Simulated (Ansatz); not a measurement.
**How basis sets differ on CClF3 (SMILES FC(F)(F)Cl)**

The species is CClF3 (5 atoms), meant as a singlet with charge 0. SMILES: `FC(F)(F)Cl`. The coordinates come from a PBE0-D4/def2-TZVP relaxation.

```xyz
5

F     0.2137    0.0191    1.3261
C    -0.0022   -0.0825    0.0261
F    -1.2496   -0.4746   -0.1671
F     0.8117   -0.9990   -0.4685
Cl    0.2763    1.4633   -0.7580
```

Each level gives the atomisation enthalpy at 298 K (kJ/mol). The values are calculated. The thermal term (zero-point and 298 K enthalpy, harmonic and unscaled) is that of PBE0-D4/def2-TZVP; the spin-orbit lowering of the free atoms at 298 K, 7.3 kJ/mol by their spectra, is taken off.

Measured value to compare with: Active Thermochemical Tables gives the atomisation enthalpy at 298 K of the gas as 1787 kJ/mol.

```
                level                    kind  program  value (kJ/mol)  computed − measured
CAM-B3LYP/cc-pV(D+d)Z  range-separated hybrid   Ansatz            1778                   -9
  CAM-B3LYP/def2-SVPD  range-separated hybrid   Ansatz            1796                   +9
CAM-B3LYP/cc-pV(T+d)Z  range-separated hybrid   Ansatz            1791                   +4
CAM-B3LYP/cc-pV(Q+d)Z  range-separated hybrid   Ansatz            1788                   +1
```

Nearest: CAM-B3LYP/cc-pV(Q+d)Z (+1 kJ/mol); farthest: CAM-B3LYP/def2-SVPD (+9 kJ/mol).
